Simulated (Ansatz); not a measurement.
# SiS+ (doublet): the correlation ladder, def2-TZVPP

An exercise on one series of results from a longer session: the logs are not shown, and one member is left open.

Computed with Ansatz 0.2.0, Gaussian basis. Level: def2-TZVPP, core rule «outside noble gas», up to 10 orbitals frozen.

To be run: UHF; ROHF; CCSD(T) on UHF.

## The geometry

The geometry is a PBE0/def2-TZVP stationary point (not a proven minimum).

2 atoms, charge 1, spin multiplicity 2.

Atoms are counted from 1 here; the program's logs count them from 0.

Bond lengths: Si1–S2 2.071 Å.

The first run:

File in.yaml:

```yaml
crystal:
  periodic: [false, false, false]
  atoms:
    - {symbol: Si, position_ang: [0.000000, 0.000000, 0.000000]}
    - {symbol: S, position_ang: [0.000000, 0.000000, 2.071200]}
basis:
  gaussian: {orbitals: def2-TZVPP}
total_charge: 1
magnetization: {spin_polarized: true, initial_magnetization: 1}
hamiltonian: {xc: hf}
output: {orbitals: {seedname: orbitals}}
```

Run with:

```
$ ansatz run in.yaml --threads 1 --pin off --events-out ev --progress --plain --max-ram 4096MiB --backend cpu
```

Steps of the session up to this table: UHF; ROHF; CCSD(T) on UHF.

One of the session's tables, all rows but one given; the rest of the session is left out.

It belongs to the step «Misses and costs». 

```
  method  from UCCSD(T) (kJ/mol)
    ROHF                  +676.2
     UHF                  +663.3
    UMP2                       ?
   UCCSD                   +32.4
UCCSD(T)                       0
```

Estimate the missing values for UMP2.

The run gave: from UCCSD(T) (kJ/mol): +120.1. In the column «from UCCSD(T) (kJ/mol)» it lies between UCCSD (+32.4) and UHF (+663.3).
